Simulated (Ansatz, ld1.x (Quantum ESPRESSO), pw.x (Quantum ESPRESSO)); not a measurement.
Cd (Z = 48): does the TM potential hold in the solid?

Cd (Z = 48), norm-conserving Troullier–Martins (Kleinman–Bylander form), made with ld1.x (Quantum ESPRESSO) 7.5 (LDA (PW92), scalar-relativistic). Core [Kr] 4d10, reference 5s2 5p0. Waves: 5s (bound): rc 1.75 bohr; 5p (bound, empty): rc 3.25 bohr; 5d channel at 0.3 Ry: rc 3.10 bohr. Local part: all-electron potential smoothed inside 2.80 bohr (lloc = -1). Core correction: Bessel-smoothed model core inside 1.25 bohr.

Crystal test: fcc Cd in pw.x 7.5, no spin, 13³ k-points, Fermi–Dirac smearing 0.01 Ry, cutoffs 60/240 Ry. The reference is all-electron LAPW (Ansatz 0.2.0) with the same functional, mesh and smearing; V0 and B0 come from Birch–Murnaghan fits to the pressures at five volumes. Errors are pseudo minus all-electron; Δ is the rms difference of the E(V) curves that follow from these fits, minima aligned, over ±6 % about the mean V0. Mesh and smearing are coarse, so the numbers serve the comparison and aren't converged zero-temperature values; the lattice is a test structure that the element need not adopt.

| V (Å³/atom) | P all-electron (GPa) | P pseudo (GPa) |
| --- | --- | --- |
| 19.006 | 3.88 | -6.10 |
| 19.506 | 1.68 | -7.16 |
| 20.006 | -0.17 | -8.04 |
| 20.506 | -1.73 | -8.77 |
| 21.006 | -3.04 | -9.36 |

All-electron: a0 = 4.306 Å (V0 = 19.96 Å³/atom), B0 = 68.9 GPa.

Pseudopotential: mean pressure error (GPa): -8.01. The pressure does not cross zero within the volumes sampled, so no fit is given. The largest radius (3.25 bohr) exceeds half the bond length (2.88 bohr), so the spheres overlap, which is one possible source of error among others. This is a poor potential for the solid.

Problem. At the middle volume, how do free energy and pressure move when the wave cutoff is lowered (ecutrho kept at four times it)?

Solution.

```
cutoff (Ry)  shift of F (meV/atom)  shift of P (GPa)
         27                  +40.9             -0.17
         36                  +30.1             -0.49
         48                   +2.9             -0.24
```

The run at the middle volume (84 k-points, 6 iterations) took about 7.2 s on one core of a shared host (Neoverse-V2, 32 threads, 247 GiB, load 13).
